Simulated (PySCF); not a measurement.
**Ionisation energy of B by level of theory**

B [He] 2s2 2p1 (2P) → B⁺ [He] 2s2 (1S), as a difference of total energies. Calculation: PySCF 2.14, in aug-cc-pVQZ (6s5p4d3f2g, 80 functions); the non-relativistic Hamiltonian (point nucleus). Correlated levels: valence: 1s2 frozen. The calculations carry no spin-orbit coupling.

| method | ionisation energy (eV) |
| --- | --- |
| UHF | 8.041 |
| LDA | 8.644 |
| PBE | 8.673 |
| PBE0 | 8.647 |
| r2SCAN | 8.770 |
| wB97X-V | 8.498 |
| CAM-B3LYP | 8.722 |
| M06 | 8.432 |
| MP2 (valence) | 8.290 |

Q: Estimate what B3LYP gives.

A: 8.739 eV, closest to CAM-B3LYP among the rows shown.

Q: Estimate what SCS-MP2 (valence) gives.

A: 8.259 eV, closest to MP2 (valence) among the rows shown.

Errors of the correlated levels include the incompleteness of this basis and the frozen core.

For comparison: 8.297 eV (measured; NIST levels, between the centres of gravity of the two terms).
